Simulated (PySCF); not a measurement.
Gas-phase reaction: 4 CHF ⇌ C2F4 + C2H4

Computed with PySCF and rigid-rotor harmonic-oscillator thermochemistry at 1 bar. † marks an energy on the PBE0/def2-TZVP geometry and frequencies. MP2 and CCSD(T) freeze the core. All species are closed-shell singlets. B3LYP is the form with VWN-RPA correlation. CHF: computed as isolated molecules; such fragments, hydroxides, amides, oligomers or adducts are transient or little studied in the gas. MP2 isn't extrapolated to the basis-set limit; its ΔH°(298 K) is -1298.2 kJ in def2-SVP and -1278.5 kJ in def2-TZVPP. CCSD(T) isn't extrapolated to the basis-set limit; its ΔH°(298 K) is -1208.7 kJ in def2-SVP and -1187.2 kJ in def2-TZVPP. The harmonic model lacks anharmonicity and excited electronic states, which grow with temperature; levels with a mode under 35 cm⁻¹ are left out.

```
level                ΔE electronic, kJ  ΔH°(298 K), kJ  ΔS°(298 K), J/K  ΔG°(1800 K), kJ
-------------------  -----------------  --------------  ---------------  ---------------
B3LYP/def2-TZVP†                 -1253           -1206             -375             -542
CCSD(T)/def2-SVP†                -1257           -1209             -375             -545
CCSD(T)/def2-TZVPP†              -1235           -1187             -375             -523
MP2/def2-SVP†                    -1346           -1298             -375             -634
PBE0/def2-QZVP†                  -1330           -1282             -375             -618
PBE0/def2-SVP†                   -1374           -1326             -375             -662
r2SCAN/def2-TZVP†                -1340           -1292             -375             -628
LDA/def2-TZVP†                   -1490           -1442             -375             -778
```
ΔH° is lowest at LDA/def2-TZVP† and highest at CCSD(T)/def2-TZVPP†. No reference value is set beside these.
